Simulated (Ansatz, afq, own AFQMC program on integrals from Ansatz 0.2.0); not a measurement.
## Breaking B2–O1 in BOF, singlet

```xyz
3

O     0.9829   -0.5647    0.4798
B     0.0205   -0.0123    0.0099
F    -1.0034    0.5770   -0.4898
```

Products: BF (singlet, the lower of two spins tried) and O (triplet), each relaxed with PBE0/def2-SVP like the molecule; electronic energies without zero-point terms. Determinants: RHF, RHF and UHF in that order.

Basis def2-TZVP. Only valence electrons are correlated. AFQMC by an in-house program on the Cholesky factors that Ansatz 0.2.0 writes for its CCSD(T) run. The CISD trial takes its coefficients from CCSD amplitudes. Released means that phaseless walkers are propagated on without the constraint, phases kept. Uncertainties: one standard error, sampling alone. The errors of all members are added in quadrature.

No full CI on the walks' own integrals is used here; CCSDT(Q) serves as the reference and is uncertain by about the last step of the cluster series. Each member takes its own surest rung, up to full CI.

The best estimate is CCSD(T) at the basis-set limit (CBS: def2-TZVPP and def2-QZVPP, with their diffuse functions for anions and beside diffuse sets, CCSD(T) itself extrapolated) plus the step from CCSD(T) to CCSDT(Q) in def2-TZVP. Rows without CBS are in def2-TZVP; B2PLYP and the wave-function rows carry a basis error of their own. Core correlation and relativity beyond core potentials are missing, and ± holds the sampling alone.

```tsv
level	bond energy (kJ/mol)
B2PLYP	739.3
wB97M-V	728.5
r2SCAN	752.4
```

(1) From these cheaper values, estimate the bond energy at the level of the best estimate.

(1) 731.0 kJ/mol (best estimate, highest rung CCSDT(Q)).

```tsv
level	bond energy (kJ/mol)	error against the best estimate (kJ/mol)
HF	493.1	-237.9
MP2	769.4	38.4
CCSD	685.0	-46.0
CCSD(T)	704.1	-26.9
CCSDT	702.8	-28.2
CCSDT(Q)	704.6	-26.4
ph-AFQMC/CISD	704.6 ± 0.9	-26.4 ± 0.9
released AFQMC	704.4 ± 1.5	-26.6 ± 1.5
HF/CBS	495.4	-235.6
MP2/CBS	794.5	63.5
CCSD(T)/CBS	730.4	-0.6
PBE	776.5	45.5
PBE0	736.2	5.2
B3LYP	735.4	4.4
```

Correlation beyond CCSD(T) adds 0.6 kJ/mol. Going to the basis-set limit adds 26.4 kJ/mol at CCSD(T). The perturbative (T) step is worth +19.1 kJ/mol. The functionals spread over 48.0 kJ/mol; wB97M-V and B3LYP come nearest and PBE is 45.5 kJ/mol too high.

Best estimates are given only where the step beyond CCSD(T) is under 0.3 eV and no member's determinant is very poor (T1 over 0.05, or 0.07 for open shells, ⟨S²⟩ too high by 0.3, two states mixed), so the hardest cases are missing from such tables.

The functionals ran in a triple-zeta set and keep a basis error of their own, a few kJ/mol for each bond in atomization energies and more for double hybrids, so close places among them and the extrapolated levels can swap.

CCSDT and higher add their correlation energy to the determinant of the CCSD(T) run, since their own runs factorise the integrals more tightly (a shift of under 2 meV). Each member of a difference takes its own highest rung, so a best estimate needn't equal the limit plus the step of one row. A walk keeps the symmetry of its determinant, which the program's search chose and which needn't be the lowest solution, so a lower state of the same spin and another symmetry isn't excluded. Released energies are given only where the last usable release times agree within the noise; a slower fall can still hide under it.
